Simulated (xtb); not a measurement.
xtb input:

```bash
xtb mol.xyz --gfn 2 --sp --chrg 1 --uhf 0
```
mol.xyz:
```
9

C     -0.90662125     0.03356361     0.01032845
O     -0.65976389    -1.22345915     0.01905495
O      0.01796517     0.87372362    -0.00828984
H     -1.92429970     0.42273406     0.01867193
C      1.44997031     0.46407951    -0.02130595
H      1.98517887     1.40495353    -0.03628633
H      1.64490934    -0.10607014     0.88265114
H      1.62376902    -0.12272839    -0.91889202
H     -1.45526222    -1.78686349     0.03359938
```

Question: What final total energy does it print?

Answer: -14.48364 Eh (GFN2-xTB).

It need not be the lowest isomer of its formula.
